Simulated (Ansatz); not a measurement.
Al–GaH–Al⁺, doublet: reading a ladder of total energies

Geometry: that of the Al–GaH–Al, singlet, kept fixed.

```xyz
4

Al    0.0000   -0.4511   -2.5847
Ga    0.0000    0.3210    0.0000
Al    0.0000   -0.4511    2.5847
H     0.0000    1.9444    0.0000
```

Basis cc-pVTZ; Ansatz 0.2.0. Only valence electrons are correlated (noble-gas cores and the filled d shells of p-block atoms frozen), which leaves 9 electrons in 101 orbitals. R marks a restricted (for open shells ROHF) determinant, U an unrestricted one. No spin–orbit coupling is included, and no scalar relativity.

Full CI isn't at hand for all of this; UCCSDT(Q) serves as the reference, and is uncertain by about the last step of the cluster series.

Unrestricted rows (U) aren't spin-pure: their determinants' ⟨S²⟩ exceeds S(S+1) by up to 0.21, so they mix in states of higher spin.

Runs differ by some tens of microhartree through their thresholds and, for an open shell, their frozen cores, so steps under 0.03 kcal/mol mean nothing.

```json
{"level": "UHF", "total energy (hartree)": "-2407.455868"}
{"level": "UMP2", "total energy (hartree)": "-2407.593534"}
{"level": "UCCSD", "total energy (hartree)": "-2407.637875"}
{"level": "UCCSD(T)", "total energy (hartree)": "-2407.644984"}
{"level": "UCCSDT", "total energy (hartree)": "-2407.646810"}
{"level": "UCCSDT(Q)", "total energy (hartree)": "-2407.647301"}
```

Problem. What is the correlation energy at UCCSDT(Q), and what share of it do UMP2 and UCCSD(T) recover?

Solution. E(corr) = -2407.647301 − (-2407.455868) = -0.191433 hartree = -5.209 eV. UMP2: -0.137666 / -0.191433 = 71.91 %. UCCSD(T): -0.189116 / -0.191433 = 98.79 %.

Problem. By how many kcal/mol does UCCSD(T) miss UCCSDT(Q) (1 hartree = 627.509 kcal/mol), and which steps make up the rest?

Solution. -2407.644984 − (-2407.647301) = 0.002317 hartree = 1.45 kcal/mol. Steps: UCCSDT − UCCSD(T) = -1.15, UCCSDT(Q) − UCCSDT = -0.31 kcal/mol. Differences between like states or geometries often cancel part of this.
